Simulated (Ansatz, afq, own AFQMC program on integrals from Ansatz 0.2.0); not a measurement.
AFQMC on a folder of integrals that Ansatz 0.2.0 wrote.

```yaml
crystal:
  periodic: [false, false, false]
  atoms:
    - {symbol: Si, position_ang: [0.000000, 0.086925, 0.608003]}
    - {symbol: C, position_ang: [0.000000, -0.250018, -1.254288]}
    - {symbol: H, position_ang: [0.000000, 0.557142, -1.995354]}
basis:
  gaussian: {orbitals: cc-pVDZ}
magnetization: {spin_polarized: true, initial_magnetization: 3}
correlation: {method: ccsd_t, electrons: outside_noble_gas, hamiltonian_folder: ham}
```

```sh
$ ansatz run in.yaml --threads 1 --pin off --events-out ev --progress --plain --max-ram 1382MiB
```

Options of the walk:

```
--method phaseless --trial cisd --walkers 60 --populations 1 --least-time 40 --time-step 0.005 --steps-per-block 50 --equilibration-blocks 28 --max-blocks 300 --target-error 0.00036 --factor-cut 1e-05 --start spin_pure --seed 6014 --release-times 0.24,0.51,0.99,1.62,2.4 --release-step 0.03 --release-every 4 --taylor-order 6
```

Times are imaginary, in 1/Eh. The walk had a cap of 671 s.

afq prints:

```
orbitals 31  electrons 6 3  factors 228 of 362
reference energy -327.21936101 Eh
CCSD correlation -0.17807540 Eh in 15 cycles, weight of the determinant in the CISD state 0.8744
energy of the start -327.396704 Eh
 block  time / (1/Eh)  mean weight  energy / Eh
     1     0.250  0.9998  -327.395198
     2     0.500  1.0000  -327.396531
     3     0.750  1.0000  -327.399259
     4     1.000  1.0011  -327.400127
     5     1.250  1.0016  -327.400338
     8     2.000  0.9998  -327.401764
    13     3.250  0.9997  -327.401994
    31     7.750  1.0010  -327.403274
    49    12.250  0.9991  -327.401916
    67    16.750  0.9981  -327.406627
    85    21.250  0.9992  -327.404493
   103    25.750  1.0002  -327.404310
   121    30.250  1.0008  -327.402301
   139    34.750  0.9995  -327.404495
   157    39.250  0.9991  -327.398459
   175    43.750  1.0004  -327.402059
   193    48.250  1.0009  -327.410123
   211    52.750  1.0003  -327.404921
   229    57.250  1.0004  -327.399935
   235    58.750  1.0003  -327.398400
   247    61.750  0.9979  -327.399546
   265    66.250  1.0003  -327.406245
blocks merged  error / Eh  count
     1  0.000203  240
     2  0.000243  120
     4  0.000286  60
     8  0.000336  30
    16  0.000412  15
released: time / (1/Eh)  energy / Eh  error  mean overlap
  0.24  -327.403935  0.000514  0.9988
  0.51  -327.403570  0.000428  0.9996
  0.99  -327.404141  0.000374  0.9926
  1.62  -327.404428  0.000397  1.0135
  2.40  -327.403454  0.000524  1.0296
energy -327.402923 +/- 0.000336 Eh
(rows thinned)
```

The run passed its tests (sampling time, drift between the halves within three errors, error under three times the target), which doesn't prove that it has relaxed. The second half of the sampling lies above the first by 1.7 errors of their difference, so the energy may still be moving and its error bar be too small.

Against this walk (error 9.1 meV) on the same determinant: CCSD(T) 6.5 meV higher (within the noise), CCSDT(Q) 42.4 meV lower. The error is statistical and leaves out the bias of the constraint. Released to 2.40 1/Eh the energy moves by -14 ± 17 meV (both errors), within twice the noise. CCSDT(Q) is the surest value here, so the walk's 42 meV above it is most likely the bias of the constraint with this trial, which can have either sign.

Cautions: constraint bias not in the error; lower spins were not checked.

The walk took 3.5 min on 1 thread of Arm Neoverse V2, on a shared host. The log's last line is the phaseless energy.

CCSDT and higher add their correlation energy to the determinant of the CCSD(T) run, since their own runs factorise the integrals more tightly (a shift of under 2 meV). A walk keeps the symmetry of its determinant, which the program's search chose and which needn't be the lowest solution, so a lower state of the same spin and another symmetry isn't excluded.
